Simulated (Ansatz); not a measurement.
Start from `CCSC(C)C` and change one atom or group to get `CCSCC`.

Ansatz, PBE0-D4/def2-TZVP geometries, multiplicity 1. Each molecule was computed in one conformer, which needn't be the lowest.

| property | `CCSC(C)C` |
| --- | --- |
| HOMO energy (B3LYP/def2-TZVPP) / eV | -5.93 |
| HOMO–LUMO gap (ωB97M-V/def2-TZVPP) / eV | 10.85 |
| LUMO energy (PBE0/def2-TZVPP) / eV | 0.88 |
| HOMO energy (ωB97M-V/def2-TZVPP) / eV | -8.40 |
| HOMO energy (PBE0/def2-TZVPP) / eV | -6.15 |
| HOMO–LUMO gap (PBE/def2-TZVPP) / eV | 4.92 |

Problem. What does the change do to each property? (Best estimate.)

Solution. The calculation gave: 
| property | `CCSCC` | shift |
| --- | --- | --- |
| HOMO energy (B3LYP/def2-TZVPP) / eV | -5.99 | -0.06 |
| HOMO–LUMO gap (ωB97M-V/def2-TZVPP) / eV | 10.96 | 0.11 |
| LUMO energy (PBE0/def2-TZVPP) / eV | 1.05 | 0.17 |
| HOMO energy (ωB97M-V/def2-TZVPP) / eV | -8.44 | -0.04 |
| HOMO energy (PBE0/def2-TZVPP) / eV | -6.21 | -0.06 |
| HOMO–LUMO gap (PBE/def2-TZVPP) / eV | 5.22 | 0.30 |

With PBE0 the HOMO falls by 0.06 eV and the LUMO rises by 0.17 eV, so the gap widens by about 0.23 eV. PBE moves the HOMO by -0.05 eV and ωB97M-V by -0.04 eV.

B3LYP here is the variant with VWN-RPA as its local correlation; programs differ in this.
